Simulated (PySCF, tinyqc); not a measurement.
Inside a calculation (part 1 of 2). Method: RHF in the sto-6g basis, for H2O, spin multiplicity 1. The lowest restricted solution is unstable here: a spin-polarised one lies 0.0263 hartree lower (PySCF). Computed by tinyqc, a small Python program that keeps every step (integrals from PySCF). Settings: charge = 0, multiplicity = 1, basis = sto-6g, energy threshold = 1e-10, iteration cap = 80, orthogonalisation = symmetric, start = atomic densities, DIIS depth = 4, DIIS from iteration = 2, method = RHF. Command: `OMP_NUM_THREADS=1 python tinyqc.py 29500 29501 out.jsonl` (the two numbers bound the seeds that draw the settings). One thread of a shared host (Intel(R) Xeon(R) Processor @ 2.60GHz), about 0.1 s of CPU time with the checks. Later iterations appear only in the table of the cycle.

## One-electron integrals

Geometry (angstrom):
```
atom       x        y       z
O     0.0000   0.0000  0.0000
H     0.0000   1.1270  0.7990
H     0.0000  -1.1270  0.7990
```

Basis sto-6g: exponents (1/bohr^2) and contraction coefficients of normalised primitives:
```
element  l (shell)   exponent  coefficient
O            s (1)  1355.5842       0.0092
O            s (1)   248.5449       0.0494
O            s (1)    69.5339       0.1685
O            s (1)    23.8868       0.3706
O            s (1)     9.2759       0.4165
O            s (1)     3.8203       0.1303
O            s (2)    52.1878      -0.0133
O            s (2)    10.3293      -0.0470
O            s (2)     3.2103      -0.0338
O            s (2)     1.2351       0.2502
O            s (2)     0.5364       0.5951
O            s (2)     0.2459       0.2407
O            p (3)    52.1878       0.0038
O            p (3)    10.3293       0.0377
O            p (3)     3.2103       0.1739
O            p (3)     1.2351       0.4180
O            p (3)     0.5364       0.4259
O            p (3)     0.2459       0.1017
H            s (1)    35.5232       0.0092
H            s (1)     6.5131       0.0494
H            s (1)     1.8221       0.1685
H            s (1)     0.6260       0.3706
H            s (1)     0.2431       0.4165
H            s (1)     0.1001       0.1303
```

Overlap, kinetic and nuclear-attraction integrals over the contracted functions; the nuclear repulsion is the sum of Za Zb / Rab.

nuclear repulsion = 6.363518 hartree

overlap S:
```
         1O 1s   1O 2s  1O 2px   1O 2py  1O 2pz   2H 1s    3H 1s
1O 1s   1.0000  0.2311  0.0000   0.0000  0.0000  0.0208   0.0208
1O 2s   0.2311  1.0000  0.0000   0.0000  0.0000  0.2477   0.2477
1O 2px  0.0000  0.0000  1.0000   0.0000  0.0000  0.0000   0.0000
1O 2py  0.0000  0.0000  0.0000   1.0000  0.0000  0.1925  -0.1925
1O 2pz  0.0000  0.0000  0.0000   0.0000  1.0000  0.1365   0.1365
2H 1s   0.0208  0.2477  0.0000   0.1925  0.1365  1.0000   0.0792
3H 1s   0.0208  0.2477  0.0000  -0.1925  0.1365  0.0792   1.0000
```

kinetic energy T (hartree):
```
          1O 1s    1O 2s  1O 2px   1O 2py  1O 2pz    2H 1s    3H 1s
1O 1s   29.3272  -0.8960  0.0000   0.0000  0.0000  -0.0059  -0.0059
1O 2s   -0.8960   0.8426  0.0000   0.0000  0.0000   0.0062   0.0062
1O 2px   0.0000   0.0000  2.5313   0.0000  0.0000   0.0000   0.0000
1O 2py   0.0000   0.0000  0.0000   2.5313  0.0000   0.0535  -0.0535
1O 2pz   0.0000   0.0000  0.0000   0.0000  2.5313   0.0379   0.0379
2H 1s   -0.0059   0.0062  0.0000   0.0535  0.0379   0.7685  -0.0118
3H 1s   -0.0059   0.0062  0.0000  -0.0535  0.0379  -0.0118   0.7685
```

nuclear attraction V (hartree):
```
           1O 1s    1O 2s   1O 2px   1O 2py   1O 2pz    2H 1s    3H 1s
1O 1s   -62.0244  -6.3284   0.0000   0.0000  -0.0091  -0.6486  -0.6486
1O 2s    -6.3284  -9.7658   0.0000   0.0000  -0.1082  -1.7234  -1.7234
1O 2px    0.0000   0.0000  -9.7328   0.0000   0.0000   0.0000   0.0000
1O 2py    0.0000   0.0000   0.0000  -9.7978   0.0000  -1.1688   1.1688
1O 2pz   -0.0091  -0.1082   0.0000   0.0000  -9.7655  -0.8470  -0.8470
2H 1s    -0.6486  -1.7234   0.0000  -1.1688  -0.8470  -4.5186  -0.3996
3H 1s    -0.6486  -1.7234   0.0000   1.1688  -0.8470  -0.3996  -4.5186
```

core Hamiltonian H = T + V (hartree):
```
           1O 1s    1O 2s   1O 2px   1O 2py   1O 2pz    2H 1s    3H 1s
1O 1s   -32.6972  -7.2244   0.0000   0.0000  -0.0091  -0.6544  -0.6544
1O 2s    -7.2244  -8.9231   0.0000   0.0000  -0.1082  -1.7172  -1.7172
1O 2px    0.0000   0.0000  -7.2015   0.0000   0.0000   0.0000   0.0000
1O 2py    0.0000   0.0000   0.0000  -7.2665   0.0000  -1.1153   1.1153
1O 2pz   -0.0091  -0.1082   0.0000   0.0000  -7.2342  -0.8091  -0.8091
2H 1s    -0.6544  -1.7172   0.0000  -1.1153  -0.8091  -3.7501  -0.4114
3H 1s    -0.6544  -1.7172   0.0000   1.1153  -0.8091  -0.4114  -3.7501
```

## Two-electron integrals

Functions are numbered as in S; the eight-fold symmetry (ij|kl) = (ji|kl) = (kl|ij) leaves the list below.

Two-electron integrals (ij|kl) in chemists' order, unique and non-zero (hartree):
```
(11|11) 4.7875      (21|11) 0.6759      (21|21) 0.1215      (22|11) 1.1174
(22|21) 0.2492      (22|22) 0.8174      (31|31) 0.0258      (32|31) 0.0391
(32|32) 0.1807      (33|11) 1.1174      (33|21) 0.2492      (33|22) 0.8174
(33|33) 0.8807      (41|41) 0.0258      (42|41) 0.0391      (42|42) 0.1807
(43|43) 0.0475      (44|11) 1.1174      (44|21) 0.2492      (44|22) 0.8174
(44|33) 0.7857      (44|44) 0.8807      (51|51) 0.0258      (52|51) 0.0391
(52|52) 0.1807      (53|53) 0.0475      (54|54) 0.0475      (55|11) 1.1174
(55|21) 0.2492      (55|22) 0.8174      (55|33) 0.7857      (55|44) 0.7857
(55|55) 0.8807      (61|11) 0.0645      (61|21) 0.0111      (61|22) 0.0224
(61|33) 0.0224      (61|41) 4.45e-04    (61|42) 0.0009      (61|44) 0.0224
(61|51) 3.15e-04    (61|52) 0.0006      (61|54) 6.51e-05    (61|55) 0.0224
(61|61) 0.0010      (62|11) 0.1848      (62|21) 0.0419      (62|22) 0.1560
(62|33) 0.1533      (62|41) 0.0027      (62|42) 0.0217      (62|44) 0.1587
(62|51) 0.0019      (62|52) 0.0154      (62|54) 0.0038      (62|55) 0.1560
(62|61) 0.0039      (62|62) 0.0401      (63|31) 0.0043      (63|32) 0.0253
(63|43) 0.0043      (63|53) 0.0031      (63|63) 0.0051      (64|11) 0.1200
(64|21) 0.0276      (64|22) 0.1092      (64|33) 0.1046      (64|41) 0.0058
(64|42) 0.0389      (64|44) 0.1167      (64|51) 0.0011      (64|52) 0.0097
(64|54) 0.0055      (64|55) 0.1064      (64|61) 0.0026      (64|62) 0.0341
(64|64) 0.0336      (65|11) 0.0851      (65|21) 0.0196      (65|22) 0.0774
(65|33) 0.0742      (65|41) 0.0011      (65|42) 0.0097      (65|44) 0.0766
(65|51) 0.0050      (65|52) 0.0321      (65|54) 0.0060      (65|55) 0.0815
(65|61) 0.0019      (65|62) 0.0241      (65|64) 0.0202      (65|65) 0.0195
(66|11) 0.3804      (66|21) 0.0879      (66|22) 0.3754      (66|33) 0.3630
(66|41) 0.0061      (66|42) 0.0685      (66|44) 0.3879      (66|51) 0.0043
(66|52) 0.0486      (66|54) 0.0177      (66|55) 0.3755      (66|61) 0.0082
(66|62) 0.1334      (66|64) 0.1286      (66|65) 0.0912      (66|66) 0.7750
(71|11) 0.0645      (71|21) 0.0111      (71|22) 0.0224      (71|33) 0.0224
(71|41) -4.45e-04   (71|42) -0.0009     (71|44) 0.0224      (71|51) 3.15e-04
(71|52) 0.0006      (71|54) -6.51e-05   (71|55) 0.0224      (71|61) 0.0010
(71|62) 0.0037      (71|64) 0.0024      (71|65) 0.0018      (71|66) 0.0078
(71|71) 0.0010      (72|11) 0.1848      (72|21) 0.0419      (72|22) 0.1560
(72|33) 0.1533      (72|41) -0.0027     (72|42) -0.0217     (72|44) 0.1587
(72|51) 0.0019      (72|52) 0.0154      (72|54) -0.0038     (72|55) 0.1560
(72|61) 0.0037      (72|62) 0.0303      (72|64) 0.0183      (72|65) 0.0177
(72|66) 0.0785      (72|71) 0.0039      (72|72) 0.0401      (73|31) 0.0043
(73|32) 0.0253      (73|43) -0.0043     (73|53) 0.0031      (73|63) 0.0037
(73|73) 0.0051      (74|11) -0.1200     (74|21) -0.0276     (74|22) -0.1092
(74|33) -0.1046     (74|41) 0.0058      (74|42) 0.0389      (74|44) -0.1167
(74|51) -0.0011     (74|52) -0.0097     (74|54) 0.0055      (74|55) -0.1064
(74|61) -0.0024     (74|62) -0.0183     (74|64) -0.0079     (74|65) -0.0106
(74|66) -0.0459     (74|71) -0.0026     (74|72) -0.0341     (74|74) 0.0336
(75|11) 0.0851      (75|21) 0.0196      (75|22) 0.0774      (75|33) 0.0742
(75|41) -0.0011     (75|42) -0.0097     (75|44) 0.0766      (75|51) 0.0050
(75|52) 0.0321      (75|54) -0.0060     (75|55) 0.0815      (75|61) 0.0018
(75|62) 0.0177      (75|64) 0.0106      (75|65) 0.0139      (75|66) 0.0494
(75|71) 0.0019      (75|72) 0.0241      (75|74) -0.0202     (75|75) 0.0195
(76|11) 0.0400      (76|21) 0.0092      (76|22) 0.0372      (76|33) 0.0364
(76|44) 0.0371      (76|51) 0.0006      (76|52) 0.0062      (76|55) 0.0381
(76|61) 0.0008      (76|62) 0.0095      (76|64) 0.0072      (76|65) 0.0065
(76|66) 0.0344      (76|71) 0.0008      (76|72) 0.0095      (76|74) -0.0072
(76|75) 0.0065      (76|76) 0.0030      (77|11) 0.3804      (77|21) 0.0879
(77|22) 0.3754      (77|33) 0.3630      (77|41) -0.0061     (77|42) -0.0685
(77|44) 0.3879      (77|51) 0.0043      (77|52) 0.0486      (77|54) -0.0177
(77|55) 0.3755      (77|61) 0.0078      (77|62) 0.0785      (77|64) 0.0459
(77|65) 0.0494      (77|66) 0.2344      (77|71) 0.0082      (77|72) 0.1334
(77|74) -0.1286     (77|75) 0.0912      (77|76) 0.0344      (77|77) 0.7750
```

## Orthogonalisation

S = U s U^T; symmetric (Loewdin) form X = U s^(-1/2) U^T, so that X^T S X = 1.

eigenvalues of S: 0.5894  0.6853  0.8978  1.0000  1.0955  1.2355  1.4965

X:
```
          1O 1s    1O 2s  1O 2px   1O 2py   1O 2pz    2H 1s    3H 1s
1O 1s    1.0216  -0.1253  0.0000   0.0000  -0.0031   0.0124   0.0124
1O 2s   -0.1253   1.0718  0.0000   0.0000   0.0274  -0.1320  -0.1320
1O 2px   0.0000   0.0000  1.0000   0.0000   0.0000   0.0000   0.0000
1O 2py   0.0000   0.0000  0.0000   1.0316   0.0000  -0.1079   0.1079
1O 2pz  -0.0031   0.0274  0.0000   0.0000   1.0147  -0.0713  -0.0713
2H 1s    0.0124  -0.1320  0.0000  -0.1079  -0.0713   1.0493  -0.0267
3H 1s    0.0124  -0.1320  0.0000   0.1079  -0.0713  -0.0267   1.0493
```

## Starting guess

The start is atomic minimal-basis densities projected into this basis (PySCF's MINAO start) and scaled to the electron count of each spin; this density is not idempotent, so its energy is not variational and may lie below the converged one.

D at the start:
```
          1O 1s    1O 2s  1O 2px   1O 2py   1O 2pz    2H 1s    3H 1s
1O 1s    2.1391  -0.4869  0.0000   0.0000   0.0084  -0.0130  -0.0130
1O 2s   -0.4869   2.1091  0.0000   0.0000  -0.0456   0.0590   0.0590
1O 2px   0.0000   0.0000  1.3076   0.0000   0.0000   0.0000   0.0000
1O 2py   0.0000   0.0000  0.0000   1.2221   0.0000   0.1154  -0.1154
1O 2pz   0.0084  -0.0456  0.0000   0.0000   1.2675   0.0716   0.0716
2H 1s   -0.0130   0.0590  0.0000   0.1154   0.0716   0.9944   0.0358
3H 1s   -0.0130   0.0590  0.0000  -0.1154   0.0716   0.0358   0.9944
```

## Iteration 1: building the Fock matrix

J_ij = sum D_kl (ij|kl), K_ij = sum D_kl (ik|jl); F = H + J - 0.5 K; E = tr D H + tr D J / 2 - 0.25 tr D K + E_nn.

Coulomb J (hartree):
```
          1O 1s   1O 2s  1O 2px   1O 2py  1O 2pz   2H 1s    3H 1s
1O 1s   17.0617  3.0024  0.0000   0.0000  0.0079  0.2779   0.2779
1O 2s    3.0024  7.8327  0.0000   0.0000  0.0985  1.5118   1.5118
1O 2px   0.0000  0.0000  7.8081   0.0000  0.0000  0.0000   0.0000
1O 2py   0.0000  0.0000  0.0000   7.8571  0.0000  1.0677  -1.0677
1O 2pz   0.0079  0.0985  0.0000   0.0000  7.8329  0.7744   0.7744
2H 1s    0.2779  1.5118  0.0000   1.0677  0.7744  4.0315   0.3718
3H 1s    0.2779  1.5118  0.0000  -1.0677  0.7744  0.3718   4.0315
```

exchange K (hartree):
```
         1O 1s   1O 2s  1O 2px   1O 2py  1O 2pz   2H 1s    3H 1s
1O 1s   9.9385  1.5285  0.0000   0.0000  0.0047  0.1611   0.1611
1O 2s   1.5285  2.5580  0.0000   0.0000  0.0466  0.6279   0.6279
1O 2px  0.0000  0.0000  1.6868   0.0000  0.0000  0.0000   0.0000
1O 2py  0.0000  0.0000  0.0000   1.7271  0.0000  0.3716  -0.3716
1O 2pz  0.0047  0.0466  0.0000   0.0000  1.7075  0.2773   0.2773
2H 1s   0.1611  0.6279  0.0000   0.3716  0.2773  0.9881   0.1597
3H 1s   0.1611  0.6279  0.0000  -0.3716  0.2773  0.1597   0.9881
```

Fock matrix F (hartree):
```
           1O 1s    1O 2s   1O 2px   1O 2py   1O 2pz    2H 1s    3H 1s
1O 1s   -20.6047  -4.9862   0.0000   0.0000  -0.0036  -0.4571  -0.4571
1O 2s    -4.9862  -2.3694   0.0000   0.0000  -0.0330  -0.5193  -0.5193
1O 2px    0.0000   0.0000  -0.2367   0.0000   0.0000   0.0000   0.0000
1O 2py    0.0000   0.0000   0.0000  -0.2730   0.0000  -0.2334   0.2334
1O 2pz   -0.0036  -0.0330   0.0000   0.0000  -0.2550  -0.1734  -0.1734
2H 1s    -0.4571  -0.5193   0.0000  -0.2334  -0.1734  -0.2126  -0.1194
3H 1s    -0.4571  -0.5193   0.0000   0.2334  -0.1734  -0.1194  -0.2126
```

total energy of this density = -75.464760 hartree

This density is the starting one; it is not idempotent, so its energy is not variational and may lie below the converged one.

## Iteration 1: diagonalisation and new density

Diagonalise F' = X^T F X, C = X C', fill 5 alpha and 5 beta electrons from the bottom; D = 2 C_occ C_occ^T. Each column has its largest component positive (the first on a tie).

F' = X^T F X (hartree):
```
          1        2        3        4        5        6        7
1  -20.2843  -2.4865   0.0000   0.0000  -0.0142  -0.0320  -0.0320
2   -2.4865  -1.4535   0.0000   0.0000   0.0289  -0.2688  -0.2688
3    0.0000   0.0000  -0.2367   0.0000   0.0000   0.0000   0.0000
4    0.0000   0.0000   0.0000  -0.1888   0.0000  -0.2234   0.2234
5   -0.0142   0.0289   0.0000   0.0000  -0.2151  -0.1511  -0.1511
6   -0.0320  -0.2688   0.0000  -0.2234  -0.1511  -0.0527  -0.0468
7   -0.0320  -0.2688   0.0000   0.2234  -0.1511  -0.0468  -0.0527
```

orbital energies (hartree): MO1 -20.6075, MO2 -1.2517, MO3 -0.4262, MO4 -0.3393, MO5 -0.2367, MO6 0.1461, MO7 0.2315

coefficients C:
```
            MO1      MO2      MO3      MO4     MO5      MO6      MO7
1O 1s    0.9970  -0.2390   0.0000   0.0513  0.0000   0.0768   0.0000
1O 2s    0.0129   0.9669   0.0000  -0.2686  0.0000  -0.4391   0.0000
1O 2px   0.0000   0.0000   0.0000   0.0000  1.0000   0.0000   0.0000
1O 2py   0.0000   0.0000   0.7330   0.0000  0.0000   0.0000   0.7417
1O 2pz   0.0006   0.0317   0.0000   0.8201  0.0000  -0.6058   0.0000
2H 1s   -0.0015   0.0976   0.3709   0.3060  0.0000   0.6651  -0.6730
3H 1s   -0.0015   0.0976  -0.3709   0.3060  0.0000   0.6651   0.6730
```

D after iteration 1:
```
          1O 1s    1O 2s  1O 2px   1O 2py   1O 2pz    2H 1s    3H 1s
1O 1s    2.1075  -0.4640  0.0000   0.0000   0.0702  -0.0182  -0.0182
1O 2s   -0.4640   2.0145  0.0000   0.0000  -0.3793   0.0242   0.0242
1O 2px   0.0000   0.0000  2.0000   0.0000   0.0000   0.0000   0.0000
1O 2py   0.0000   0.0000  0.0000   1.0747   0.0000   0.5438  -0.5438
1O 2pz   0.0702  -0.3793  0.0000   0.0000   1.3472   0.5081   0.5081
2H 1s   -0.0182   0.0242  0.0000   0.5438   0.5081   0.4814  -0.0688
3H 1s   -0.0182   0.0242  0.0000  -0.5438   0.5081  -0.0688   0.4814
```

## Iteration 2: building the Fock matrix

As before.

Coulomb J (hartree):
```
          1O 1s   1O 2s  1O 2px   1O 2py   1O 2pz   2H 1s    3H 1s
1O 1s   17.4628  3.1021  0.0000   0.0000  -0.0093  0.2864   0.2864
1O 2s    3.1021  8.1496  0.0000   0.0000   0.0022  1.5441   1.5441
1O 2px   0.0000  0.0000  8.1707   0.0000   0.0000  0.0000   0.0000
1O 2py   0.0000  0.0000  0.0000   8.1384   0.0000  1.0800  -1.0800
1O 2pz  -0.0093  0.0022  0.0000   0.0000   8.1395  0.7701   0.7701
2H 1s    0.2864  1.5441  0.0000   1.0800   0.7701  3.9126   0.3725
3H 1s    0.2864  1.5441  0.0000  -1.0800   0.7701  0.3725   3.9126
```

exchange K (hartree):
```
          1O 1s    1O 2s  1O 2px   1O 2py   1O 2pz   2H 1s    3H 1s
1O 1s    9.8202   1.5305  0.0000   0.0000  -0.0006  0.1554   0.1554
1O 2s    1.5305   2.5953  0.0000   0.0000  -0.1278  0.5772   0.5772
1O 2px   0.0000   0.0000  2.2803   0.0000   0.0000  0.0000   0.0000
1O 2py   0.0000   0.0000  0.0000   1.7890   0.0000  0.4703  -0.4703
1O 2pz  -0.0006  -0.1278  0.0000   0.0000   1.9127  0.3701   0.3701
2H 1s    0.1554   0.5772  0.0000   0.4703   0.3701  0.7417   0.0994
3H 1s    0.1554   0.5772  0.0000  -0.4703   0.3701  0.0994   0.7417
```

Fock matrix F (hartree):
```
           1O 1s    1O 2s   1O 2px   1O 2py   1O 2pz    2H 1s    3H 1s
1O 1s   -20.1445  -4.8875   0.0000   0.0000  -0.0181  -0.4457  -0.4457
1O 2s    -4.8875  -2.0712   0.0000   0.0000  -0.0420  -0.4617  -0.4617
1O 2px    0.0000   0.0000  -0.1709   0.0000   0.0000   0.0000   0.0000
1O 2py    0.0000   0.0000   0.0000  -0.0226   0.0000  -0.2705   0.2705
1O 2pz   -0.0181  -0.0420   0.0000   0.0000  -0.0510  -0.2241  -0.2241
2H 1s    -0.4457  -0.4617   0.0000  -0.2705  -0.2241  -0.2083  -0.0886
3H 1s    -0.4457  -0.4617   0.0000   0.2705  -0.2241  -0.0886  -0.2083
```

total energy of this density = -75.409546 hartree

## Iteration 2: diagonalisation and new density

As before.

F' = X^T F X (hartree):
```
          1        2        3        4        5        6        7
1  -19.8243  -2.4761   0.0000   0.0000  -0.0304  -0.0286  -0.0286
2   -2.4761  -1.1603   0.0000   0.0000   0.0403  -0.2521  -0.2521
3    0.0000   0.0000  -0.1709   0.0000   0.0000   0.0000   0.0000
4    0.0000   0.0000   0.0000   0.0935   0.0000  -0.2901   0.2901
5   -0.0304   0.0403   0.0000   0.0000   0.0094  -0.2189  -0.2189
6   -0.0286  -0.2521   0.0000  -0.2901  -0.2189  -0.0402  -0.0267
7   -0.0286  -0.2521   0.0000   0.2901  -0.2189  -0.0267  -0.0402
```

orbital energies (hartree): MO1 -20.1476, MO2 -0.9769, MO3 -0.3737, MO4 -0.2637, MO5 -0.1709, MO6 0.3460, MO7 0.4537

coefficients C:
```
            MO1      MO2      MO3      MO4     MO5      MO6      MO7
1O 1s    0.9968  -0.2318   0.0000   0.0843  0.0000  -0.0715   0.0000
1O 2s    0.0136   0.9262   0.0000  -0.4276  0.0000   0.3990   0.0000
1O 2px   0.0000   0.0000   0.0000   0.0000  1.0000   0.0000   0.0000
1O 2py   0.0000   0.0000   0.5660   0.0000  0.0000   0.0000   0.8758
1O 2pz   0.0014   0.0663   0.0000   0.6755  0.0000   0.7615   0.0000
2H 1s   -0.0018   0.1465   0.5006   0.4255  0.0000  -0.5857  -0.5830
3H 1s   -0.0018   0.1465  -0.5006   0.4255  0.0000  -0.5857   0.5830
```

D after iteration 2:
```
          1O 1s    1O 2s  1O 2px   1O 2py   1O 2pz    2H 1s    3H 1s
1O 1s    2.1091  -0.4744  0.0000   0.0000   0.0860   0.0003   0.0003
1O 2s   -0.4744   2.0818  0.0000   0.0000  -0.4549  -0.0926  -0.0926
1O 2px   0.0000   0.0000  2.0000   0.0000   0.0000   0.0000   0.0000
1O 2py   0.0000   0.0000  0.0000   0.6408   0.0000   0.5667  -0.5667
1O 2pz   0.0860  -0.4549  0.0000   0.0000   0.9214   0.5943   0.5943
2H 1s    0.0003  -0.0926  0.0000   0.5667   0.5943   0.9062  -0.0961
3H 1s    0.0003  -0.0926  0.0000  -0.5667   0.5943  -0.0961   0.9062
```
